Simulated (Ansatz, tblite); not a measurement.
# The cluster SnBr2: rung by rung

How do method and basis change the picture of the cluster SnBr2 (singlet)?

The runs use Ansatz 0.2.0, Gaussian basis; as each input shows.

The runs, in order: GFN1-xTB, GFN2-xTB, PBE-D4/def2-TZVP, r2SCAN-D4/def2-TZVP, ωB97M-V/def2-TZVP, HF/def2-TZVP, B97M-V/def2-TZVP, r2SCANh-D4/def2-TZVP, B3LYP-D4/def2-TZVP, PBE-D4/def2-SVP, PBE0-D4/def2-SVP, PBE0-D4/def2-TZVPD, PBE-D4/def2-TZVPD, r2SCAN-D4/def2-TZVPD, CCSD(T)/def2-TZVPP, MP2/def2-TZVP, RPA/def2-TZVP.

## Step 1: The geometry

The geometry is that of the singlet, from an earlier relaxation (r2SCAN-D4/def2-TZVP). At that level it is the lowest of the isomers that a small search found.

3 atoms, charge 0, spin multiplicity 1.

Bond lengths: Sn1–Br2 2.523 Å, Sn1–Br3 2.523 Å. Angles: Br2–Sn1–Br3 99.2°.

Sn takes a core potential in the def2 sets. No spin-orbit coupling is included.

PBE0-D4/def2-TZVP was run before; its log isn't repeated, and its numbers join the tables.

## Step 2: GFN1-xTB

Tight binding, by tblite at 300 K electronic temperature and without a spin-polarisation term:

```python
tblite.interface.Calculator('GFN1-xTB', numbers, positions, charge=0, uhf=0).singlepoint()
```

Energy -281.7961 eV, HOMO -11.05 eV, LUMO -7.65 eV; 0.003 s.

## Step 3: GFN2-xTB

Tight binding, by tblite at 300 K electronic temperature and without a spin-polarisation term:

```python
tblite.interface.Calculator('GFN2-xTB', numbers, positions, charge=0, uhf=0).singlepoint()
```

Energy -284.1005 eV, HOMO -11.36 eV, LUMO -7.54 eV; 0.005 s.

## Step 4: PBE-D4/def2-TZVP

start.molden holds the orbitals of an earlier run on this state, given as this run's starting guess.

in.yaml reads:

```yaml
crystal:
  periodic: [false, false, false]
  atoms:
    - {symbol: Sn, position_ang: [-0.492666, 0.444567, 0.864141]}
    - {symbol: Br, position_ang: [0.278448, -1.923464, 0.461428]}
    - {symbol: Br, position_ang: [0.214219, 1.478887, -1.325570]}
basis:
  gaussian: {orbitals: def2-TZVP, initial_orbitals: start.molden}
hamiltonian: {xc: pbe, dispersion: d4}
scf: {omitted_lower_state_checks: [starts]}
output: {forces: true, orbitals: {seedname: orbitals}}
```

On the command line:

```console
> ansatz run in.yaml --threads 4 --pin off --events-out ev --progress --plain --max-ram 3916MiB
```

The runs that follow: r2SCAN-D4/def2-TZVP; ωB97M-V/def2-TZVP; HF/def2-TZVP; B97M-V/def2-TZVP; r2SCANh-D4/def2-TZVP; B3LYP-D4/def2-TZVP; PBE-D4/def2-SVP; PBE0-D4/def2-SVP; PBE0-D4/def2-TZVPD; PBE-D4/def2-TZVPD; r2SCAN-D4/def2-TZVPD; CCSD(T)/def2-TZVPP; MP2/def2-TZVP; RPA/def2-TZVP.

Before running them: what should the planned runs give, taken together? Wanted: gap in def2-TZVP, named functionals and Hartree-Fock, smallest and largest; correlation energy, CCSD(T)/def2-TZVPP; correlation energy, MP2/def2-TZVP; binding an atom, CCSD(T)/def2-TZVPP; PBE0 total energy, smallest basis above largest.

**Answer**, as computed:

| quantity | value |
| --- | --- |
| gap in def2-TZVP, named functionals and Hartree-Fock, smallest and largest | 2.85 eV (PBE-D4), 9.31 eV (HF) |
| correlation energy, CCSD(T)/def2-TZVPP | -23.74 eV |
| correlation energy, MP2/def2-TZVP | -22.98 eV |
| binding an atom, CCSD(T)/def2-TZVPP | 2.304 eV |
| PBE0 total energy, smallest basis above largest | 17.27 eV (def2-SVP, def2-TZVPD) |

What this shows: Orbital gaps of the named functionals and Hartree-Fock in def2-TZVP span 2.85 eV (PBE-D4) to 9.31 eV (HF); exact exchange widens it. The functionals in def2-TZVP miss CCSD(T)/def2-TZVPP by +0.052 (ωB97M-V) to +0.224 eV (PBE-D4) an atom. The reference is CCSD(T) in one finite basis, so it carries an error of its own, often a tenth of an eV or more, and near misses can't be ranked.
